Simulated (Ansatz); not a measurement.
A run of Ansatz (development build ahead of 0.2.0) on singlet CH3NO at this shape:

```yaml
atoms:
  - { symbol: C, position_ang: [-0.0537, -0.4949, -0.0603] }
  - { symbol: O, position_ang: [-0.0501, -0.4980, 1.1670] }
  - { symbol: N, position_ang: [0.0287, 0.6800, -0.9362] }
  - { symbol: H, position_ang: [0.0855, -1.3254, -0.7067] }
  - { symbol: H, position_ang: [0.0304, 0.5454, -1.8422] }
  - { symbol: H, position_ang: [-0.1136, 1.6203, -0.3710] }
```

Its results:

- Converged: yes
- Reference energy: -168.82014 hartree
- Correlation energy: -0.33043 hartree
- Total energy: -169.15057 hartree
- Spin squared of the determinant: 0.000

Problem. Which input gives this output? Name the method, the orbitals and the basis set, and write the input.

Solution. RHF-MP2 in 6-31G. An unrestricted run that stays on the closed shell gives the same numbers.

```yaml
crystal:
  periodic: [false, false, false]
  atoms:
    - { symbol: C, position_ang: [-0.05372, -0.49493, -0.06026] }
    - { symbol: O, position_ang: [-0.05014, -0.49804, 1.16699] }
    - { symbol: "N", position_ang: [0.02874, 0.67995, -0.93616] }
    - { symbol: H, position_ang: [0.08554, -1.32538, -0.70668] }
    - { symbol: H, position_ang: [0.03044, 0.54542, -1.84217] }
    - { symbol: H, position_ang: [-0.11364, 1.6203, -0.37099] }
basis:
  gaussian: { orbitals: "6-31G" }
hamiltonian:
  xc: hf
correlation:
  method: mp2
  frozen_orbitals: { C: 1, H: 0, "N": 1, O: 1 }
```
